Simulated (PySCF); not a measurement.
# P3: quartet, from a obtuse triangle start

Aim: relax P3 as a quartet from a obtuse triangle start, check by its vibrations whether the end is a minimum, and collect its spectrum and constants.

Computed with PySCF 2.14.0. Level: PBE0, basis P def2-TZVP, no relativity, density fitting.

**1. The system as given**

3 atoms, charge 0, spin multiplicity 4.

Bond lengths: P1–P2 2.185 Å, P1–P3 2.185 Å. Angles: P2–P1–P3 104.9°.

```xyz
3
charge 0 multiplicity 4
P     0.0000    0.0000    0.0000
P     1.7316    1.3320    0.0000
P    -1.7316    1.3320    0.0000
```

**2. Finding the electronic state**

The steps below are one call of a driver around PySCF. For each, scf.py gives the equivalent set-up of the SCF; relaxations use the driver's own optimiser. After this first run the driver tries any further starts and a stability analysis.

Contents of scf.py:

```python
from pyscf import gto, scf, dft
mol = gto.M(atom='''
P      0.000000     0.000000     0.000000
P      1.731600     1.332000     0.000000
P     -1.731600     1.332000     0.000000''',
    basis={'P': 'def2-TZVP'},
    charge=0, spin=3)
mf = dft.UKS(mol, xc='PBE0')
mf.grids.atom_grid = (50, 194)
aux = {'P': 'def2-universal-JKFIT'}
mf = mf.density_fit(auxbasis=aux)
mf.conv_tol = 1e-08
mf.diis_space = 10
mf.max_cycle = 60
mf.init_guess = 'minao'
mf.verbose = 4
mf.kernel()
```

Run with:

```sh
OMP_NUM_THREADS=4 python axn.py task.json out
```

What it wrote:

```text
init E= -1023.56524782974
[... the frontier-level lines of each cycle are left out ...]
cycle= 1 E= -1023.59727502243  delta_E= -0.032  |g|= 0.142  |ddm|= 1.28
cycle= 2 E= -1023.61046073812  delta_E= -0.0132  |g|= 0.0704  |ddm|= 0.22
cycle= 3 E= -1023.61329512538  delta_E= -0.00283  |g|= 0.0319  |ddm|= 0.0784
cycle= 4 E= -1023.61445600768  delta_E= -0.00116  |g|= 0.0267  |ddm|= 0.0614
cycle= 5 E= -1023.61570475147  delta_E= -0.00125  |g|= 0.00906  |ddm|= 0.0553
cycle= 6 E= -1023.61590714202  delta_E= -0.000202  |g|= 0.00415  |ddm|= 0.0223
cycle= 7 E= -1023.61597279217  delta_E= -6.57e-05  |g|= 0.000785  |ddm|= 0.0171
cycle= 8 E= -1023.61597570614  delta_E= -2.91e-06  |g|= 0.000224  |ddm|= 0.00377
cycle= 9 E= -1023.61597582779  delta_E= -1.22e-07  |g|= 8.45e-05  |ddm|= 0.000627
cycle= 10 E= -1023.61597584492  delta_E= -1.71e-08  |g|= 2.31e-05  |ddm|= 0.000242
cycle= 11 E= -1023.61597584637  delta_E= -1.44e-09  |g|= 7.93e-06  |ddm|= 7.88e-05
Extra cycle  E= -1023.61597584643  delta_E= -6.71e-11  |g|= 5.18e-06  |ddm|= 1.55e-05
converged SCF energy = -1023.61597584643  <S^2> = 3.9273918  2S+1 = 4.0877338
```

This step, with its further starts and checks, took 12 s on 4 threads of Arm Neoverse V2, shared host.

The starts that the driver tried:

```tsv
start	energy (Eh)
the minimal-basis guess	-1023.615976
a thermally smeared density	-1023.615976
a smeared PBE density	-1023.615976
```

The test of internal stability and the other starts found no lower solution of this spin.

**3. Relaxation: obtuse triangle start, quartet**

The program finds C2v symmetry in the start, which this walk keeps.

Changes to scf.py since step 2:

```diff
@@ -3,3 +3,3 @@
-P      0.000000     0.000000     0.000000
-P      1.731600     1.332000     0.000000
-P     -1.731600     1.332000     0.000000''',
+P      0.000000    -0.888000     0.000000
+P      1.731600     0.444000     0.000000
+P     -1.731600     0.444000     0.000000''',
@@ -15 +14,0 @@
-mf.init_guess = 'minao'
```

Steps of the walk:

```tsv
step	energy (Eh)	change (kJ/mol)	largest symmetric gradient (Eh/bohr)
0	-1023.615976	0.00	0.04065
1	-1023.624581	-22.59	0.01068
2	-1023.625089	-23.93	0.00461
3	-1023.625165	-24.13	0.00029
4	-1023.625165	-24.13	0.00004
```

The walk took 7.6 s.

Geometry (Å) and forces (eV/Å) at some steps:

```
step 0
P    0.000  -0.888   0.000   0.000   2.090   0.000
P    1.732   0.444   0.000  -1.415  -1.045   0.000
P   -1.732   0.444   0.000   1.415  -1.045   0.000
step 1
P    0.000  -0.818   0.000   0.000   0.549   0.000
P    1.686   0.409   0.000  -0.449  -0.275   0.000
P   -1.686   0.409   0.000   0.449  -0.275   0.000
step 2
P    0.000  -0.801   0.000   0.000  -0.237   0.000
P    1.655   0.401   0.000   0.158   0.118   0.000
P   -1.655   0.401   0.000  -0.158   0.118   0.000
step 3
P    0.000  -0.808   0.000   0.000   0.009   0.000
P    1.661   0.404   0.000  -0.015  -0.004   0.000
P   -1.661   0.404   0.000   0.015  -0.004   0.000
step 4
P    0.000  -0.809   0.000   0.000  -0.001   0.000
P    1.659   0.404   0.000  -0.002   0.001   0.000
P   -1.659   0.404   0.000   0.002   0.001   0.000
```

End point (C2v, 4 steps, 24.1 kJ/mol gained): P–P 2.056 Å (×2); P–P–P 107.7°.

**4. Vibrations and properties at this point**

The point is checked on the finer grid, and tightened if its gradient asks for it. The Hessian and the dipole derivatives come from central differences of analytic gradients, with steps of 0.02 bohr.

Changes to scf.py since step 3:

```diff
@@ -3,3 +3,3 @@
-P      0.000000    -0.888000     0.000000
-P      1.731600     0.444000     0.000000
-P     -1.731600     0.444000     0.000000''',
+P      0.000000    -0.808908     0.000000
+P      1.659427     0.404454     0.000000
+P     -1.659427     0.404454     0.000000''',
@@ -9 +9 @@
-mf.grids.atom_grid = (50, 194)
+mf.grids.atom_grid = (75, 302)
@@ -12 +12 @@
-mf.conv_tol = 1e-08
+mf.conv_tol = 1e-10
```

This SCF starts from the last density.

Log of the central SCF (cycles and frontier levels):

```text
init E= -1023.62517935796
[... the frontier-level lines of each cycle are left out ...]
cycle= 1 E= -1023.62517935796  delta_E= 4.77e-12  |g|= 3.22e-06  |ddm|= 5.38e-06
Extra cycle  E= -1023.62517935796  delta_E= 4.32e-12  |g|= 4.89e-06  |ddm|= 7.73e-06
converged SCF energy = -1023.62517935796  <S^2> = 3.8507034  2S+1 = 4.0500387
```

The whole step took 25 s.

Geometry: C2v; P–P 2.056 Å (×2); P–P–P 107.7°.

Modes, for the most abundant isotopes:

```json
{"symmetry": "a1", "ω (cm⁻¹)": "177", "IR (km/mol)": "0.7", "type": "bend"}
{"symmetry": "b2", "ω (cm⁻¹)": "444", "IR (km/mol)": "7.0", "type": "stretch"}
{"symmetry": "a1", "ω (cm⁻¹)": "524", "IR (km/mol)": "0.4", "type": "stretch"}
```

All wavenumbers are real: a minimum.

Properties at this point:

```yaml
Dipole_moment: 0.19 D
Highest_occupied_level: -6.70 eV
Lowest_empty_level: -3.73 eV
Rotational_constants: 0.5545, 0.09882, 0.08387 cm⁻¹
Zero-point_energy: 6.8 kJ/mol
Principal_polarisabilities: 42.3, 60.7, 114.8 bohr³
Atomisation_energy_without_zero-point_energy: 577 kJ/mol
Principal_traceless_quadrupole_moments_about_the_centre_of_mass: -0.55, -0.44, 0.99 D Å
Entropy_at_298.15_K_and_1_bar_electronic_part_spin_only: 293.1 J/(mol K)
Heat_capacity_Cp_at_298.15_K: 51.8 J/(mol K)
Enthalpy_at_298.15_K_above_0_K: 12.74 kJ/mol
Rotational_symmetry_number: 2
Spin_squared_⟨S²⟩: 3.851
```

Populations by atom (charges in e):

```tsv
atom	Mulliken	Löwdin	polar tensor	spin (Mulliken)	Mayer order to P1
P1	-0.01	-0.08	-0.13	-0.23	–
P2,3	0.00	0.04	0.06	1.62	1.60
```

Outer orbital energies (eV). α occupied: -17.33, -13.32, -9.54, -9.43, -9.05, -7.14, -6.71, -6.70; empty: -2.77, 0.33, 0.76, 3.71. β occupied: -129.65, -129.65, -19.36, -15.53, -12.11, -8.72, -8.30, -8.25; empty: -3.73, -3.37, -2.90, -1.90.

Mulliken populations on P1: s 5.73, p 9.07, d 0.20, f 0.01.

**5. Summary of results**

```
                                          quantity                           value
                                           minimum                    quartet, C2v
                                          geometry  P–P 2.056 Å (×2); P–P–P 107.7°
                                wavenumbers (cm⁻¹)    177 (a1), 444 (b2), 524 (a1)
                                     dipole moment                          0.19 D
highest occupied, lowest empty level (either spin)                 -6.70, -3.73 eV
                         polar-tensor charge of P1                         -0.13 e
                                 zero-point energy                      6.8 kJ/mol
                               entropy at 298.15 K                 293.1 J/(mol K)
         atomisation energy (no zero-point energy)                      577 kJ/mol
                                              ⟨S²⟩                           3.851
```

In words: The obtuse triangle start keeps its C2v symmetry and ends in a minimum. The strongest infrared band lies at 444 cm⁻¹ (b2, stretch). Other starts or spin states, not run here, may lie lower.

The search up to here took 44 s.
